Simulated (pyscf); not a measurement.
`[F][Nb]([F])([F])([F])[O][SiH3]` + `[H][H]` -> `[OH][SiH3]` + `[F][NbH]([F])([F])[F]`, a multi-bond step (singlet surface; Nb–O, H–H, H–Si broken, H–O, H–Nb, H–Si formed). Structures and frequencies: ωB97X-D3(BJ)/def2-SVP in PySCF. Energies in eV from the separated reactants.

GFN2-xTB: tblite. 

Problem. In single points GFN2-xTB puts the saddle at 1.94 eV and the reaction energy at -0.18 eV. Should these be trusted to within a few kcal/mol? Compare with ωB97M-D3(BJ)/def2-TZVP.

Solution. ωB97M-D3(BJ)/def2-TZVP gives ΔE‡ = 2.43 eV and ΔE = +1.41 eV. GFN2-xTB lies 0.49 eV under it in the barrier and 1.59 eV under it in the reaction energy, so on this step it does not hold to within 0.13 eV. ωB97M-D3(BJ)/def2-TZVP has limits of its own. On the product side the descent ends in an adduct with a Nb–O contact, 0.85 eV under the separated species and 1.61 eV under the saddle at ωB97X-D3(BJ)/def2-TZVP. What is counted as broken (Nb–O) persists as a longer contact in the product adduct; parting that adduct is a step of its own. At the saddle there is also a short Nb–Si contact that neither side keeps. At ωB97X-D3(BJ)/def2-TZVP the barrier from the zero used here is 2.32 eV. This is the saddle that the search found; another between the same sides may lie lower. In the def2 sets elements past Kr carry core potentials, without spin-orbit coupling.
